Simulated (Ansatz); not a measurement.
Process, species as SMILES: P#P (P2) → 2 P atom
B3LYP-D3(BJ)/def2-TZVP geometries, fixed; electronic energies without zero-point terms.

Effect of a fitting basis named in the input at PBE0/def2-TZVPP with Ansatz (a quantum-chemistry and plane-wave program), against the last row, where the atomisation energy is 111.39 kcal/mol. Open shells are unrestricted. The default fits or decomposes integrals by the program's own choice; accuracy: high also tightens integrals, grids and stops.

```tsv
setting	largest shift of a total energy (mEh)	shift of the atomisation energy (kcal/mol)
fitting: def2-SV(P)-JKFIT	-0.054	-0.054
fitting: def2-universal-JKFIT	-0.054	-0.054
fitting: cc-pVTZ-JKFIT	0.024	-0.023
fitting: cc-pVQZ-JKFIT	-0.006	-0.011
fitting: cc-pV5Z-JKFIT	-0.006	-0.010
accuracy: high	-0.006	0.000
accuracy: medium (default)	0.000	0.000
```

Within 0.02 kcal/mol in the atomisation energy: fitting: cc-pVQZ-JKFIT; fitting: cc-pV5Z-JKFIT; accuracy: high. The largest shift is 0.054 mEh in a total energy and 0.054 kcal/mol in the difference.
